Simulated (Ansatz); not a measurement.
A made-up structure of C₂H₂, singlet:

```
4
angstrom
C 0.1555 -0.5421 0.2004
C -0.1555 0.5421 -0.2004
H 0.4322 -1.5065 0.5569
H 0.5409 0.3741 0.5688
```

It is relaxed with PBE-D4/def2-SVP and then PBE0-D4/def2-TZVP (Ansatz 0.2.0). Atoms count as bonded within 1.22 times the sum of their covalent radii (H–H: 0.88 Å). The end point is not checked to be a true minimum.

**Question.** Does its bonding change? (A judgement: the text doesn't fix the answer.)

**Answer.** Computed: Yes. Formed: none; broken: C2–H4.

Where it ends: The first stage lowers the energy by 1.24 eV in 8 steps. It ends as C₂H₂ ([C][CH2]):
C1  (0.160, -0.546, 0.206)
C2  (-0.260, 0.522, -0.313)
H3  (0.415, -1.533, 0.540)
H4  (0.658, 0.424, 0.694)
(Å)

Labels in which every atom is bracketed show which atoms are joined, not bond orders.

For scale, one of the runs: PBE0-D4/def2-TZVP relaxation, 74 basis functions, launched by `ansatz run in.yaml --threads 2 --pin off --events-out ev --progress --plain --max-ram 4352MiB`. Hardware: 2 CPU threads of an Arm Neoverse V1, shared host. Wall time about 4.4 s.
